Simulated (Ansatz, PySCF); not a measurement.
Process, species as SMILES: [BeH] (BeH) -> [BeH] (BeH) as singlet, charge +1 + e-
Structures are relaxed separately at B3LYP-D3(BJ)/def2-TZVP in Ansatz (a program for electronic structure).

Property: adiabatic ionisation energy (0 K, with B3LYP-D3(BJ) harmonic zero-point energies from PySCF), in eV. Valence correlation only, unless marked. Open shells are spin-unrestricted. No spin-orbit coupling. No relativistic terms. CBS(X,Y): correlation extrapolated as X^-3; Hartree-Fock from the larger set.

```json
[
 {"level": "HF/STO-3G", "program": "Ansatz", "adiabatic ionisation energy (eV)": "7.35"}
]
```

**Question.** What does CCSD(T)/CBS(def2-TZVPPD,def2-QZVPPD) (Ansatz) give?

**Answer.** 8.30 eV
